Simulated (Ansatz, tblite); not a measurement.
Spin states of the cluster Na₃H₃, each relaxed with PBE0-D4/def2-TZVP in Ansatz. Electronic energies in the gas phase.

The xTB rows come from tblite. B3LYP takes the VWN-RPA correlation. Correlated methods freeze 3 core orbitals; core or outer-core shells of Na are correlated, in sets that lack core-valence functions. In the triplet geometry the species has come apart into loosely held pieces. In the triplet, H4 and H6 lie 0.75 Å apart (atoms count from 1), so H2 has formed as a molecule. In the quintet geometry the species has come apart into loosely held pieces. In the quintet, H5 and H6 lie 0.76 Å apart (atoms count from 1), so H2 has formed as a molecule. The structure comes from a short search, and lower isomers may exist.

Singlet geometry (D3h within 0.1 Å):

```xyz
6

Na   -0.426    1.636   -1.003
Na   -1.349   -1.415    0.190
Na    1.776   -0.220    0.813
H    -1.931    0.240   -0.883
H     0.466   -1.782    1.083
H     1.465    1.541   -0.201
```

Triplet geometry (Cs within 0.1 Å):

Cartesian coordinates in Å:
```
Na 2.287 -1.611 -0.553
Na -1.591 -1.435 0.679
Na -0.469 1.060 -1.918
H 0.632 0.740 1.521
H -1.733 0.017 -0.727
H 0.874 1.228 0.998
```

Quintet geometry (Cs within 0.1 Å):

Cartesian coordinates in Å:
```
Na 2.614 -1.093 -0.630
Na -1.381 -2.051 0.867
Na -1.869 2.219 0.045
H -0.362 -0.136 -1.736
H 0.283 0.245 0.858
H 0.716 0.816 0.595
```

⟨S²⟩: triplet 2.00 at PBE0-D4/def2-TZVP (pure 2.00), quintet 6.00 at PBE0-D4/def2-TZVP (pure 6.00).

Run but left out: GFN1-xTB (tight binding far off the other levels).

Only these spin states were relaxed. The triplet has fallen apart into loose fragments. The quintet has fallen apart into loose fragments. The triplet has other bonds than the singlet, so the gap mixes isomer and spin. The quintet has other bonds than the singlet, so the gap mixes isomer and spin.

```tsv
level	triplet − singlet (kJ/mol)	quintet − singlet (kJ/mol)	lowest of these
GFN2-xTB	355.8	869.4	singlet
HF/def2-TZVPP	88.5	302.1	singlet
PBE-D4/def2-TZVP	113.7	339.7	singlet
B3LYP-D4/def2-TZVP	136.7	335.7	singlet
RPA@PBE/def2-TZVP	116.4	396.3	singlet
MP2/def2-TZVP	127.7	392.1	singlet
MP2/def2-TZVPP	138.8	412.9	singlet
CCSD/def2-TZVPP	150.6	443.9	singlet
```

The xTB methods have no term that favours high spin, so they put low spin too low.
